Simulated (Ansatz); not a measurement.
# C₂H₃NO₂: small, medium and large basis sets

Aim: see how fast density functionals converge with the basis set for C₂H₃NO₂.

Program: Ansatz 0.2.0, Gaussian basis. Level of theory: one geometry, several basis sets. These are calculated values, not measurements.

Plan: PBE0-D4/def2-SVP; ωB97M-V/def2-SVP; PBE0-D4/def2-QZVPP; ωB97M-V/def2-QZVPP; the functionals' def2-TZVPP values are taken from earlier runs.

**1. Structure used throughout**

All runs share one geometry, relaxed beforehand with PBE0-D4 in a triple-zeta def2 set.

8 atoms, charge 0, spin multiplicity 1.

Atoms are counted from 1 here; the program's logs count them from 0.

Bond lengths: N1–C2 1.291 Å, N1–H6 1.019 Å, N1–H7 1.011 Å, C2–C3 1.457 Å, C3–O4 1.344 Å, C3–O5 1.208 Å, O4–H8 0.968 Å. Angles: C2–N1–H6 125.2°, C2–N1–H7 119.8°, H6–N1–H7 114.9°, N1–C2–C3 115.7°, C2–C3–O4 113.1°, C2–C3–O5 123.2°, O4–C3–O5 123.5°, C3–O4–H8 106.3°.

**2. PBE0-D4 in def2-SVP**

File in.yaml:

```yaml
crystal:
  periodic: [false, false, false]
  atoms:
    - {symbol: N, position_ang: [-0.352261, 1.404662, -0.401751]}
    - {symbol: C, position_ang: [0.398159, 0.417687, -0.760183]}
    - {symbol: C, position_ang: [0.483563, -0.687953, 0.185509]}
    - {symbol: O, position_ang: [-0.305726, -1.725023, -0.144026]}
    - {symbol: O, position_ang: [1.261560, -0.708244, 1.109831]}
    - {symbol: H, position_ang: [-0.895786, 1.447112, 0.459423]}
    - {symbol: H, position_ang: [-0.406126, 2.231563, -0.980602]}
    - {symbol: H, position_ang: [-0.091282, -2.437004, 0.476098]}
basis:
  gaussian: {orbitals: def2-SVP}
hamiltonian: {xc: pbe0, dispersion: d4}
output: {orbitals: {seedname: orbitals}}
```

The run is started by

```
ansatz run in.yaml --threads 2 --pin off --events-out ev --progress --plain --max-ram 4352MiB
```

After this run come: ωB97M-V in def2-SVP; PBE0-D4 in def2-QZVPP; ωB97M-V in def2-QZVPP.

Before running them: what should the planned runs give, taken together? Wanted: PBE0-D4: double and triple zeta above quadruple; ωB97M-V: double and triple zeta above quadruple.

As calculated:

| quantity | value |
| --- | --- |
| PBE0-D4: double and triple zeta above quadruple | 9.44, 0.41 eV |
| ωB97M-V: double and triple zeta above quadruple | 9.69, 0.39 eV |

**Reading.** For PBE0-D4 the step from double to triple zeta gains 9.02 eV and the next only 0.41 eV. These are total energies; as a rule much of such shifts cancels in differences, which this series doesn't test. The LUMO of ωB97M-V is positive and keeps falling with the basis (1.65 to 1.09 eV): an unbound level that the basis holds in place.
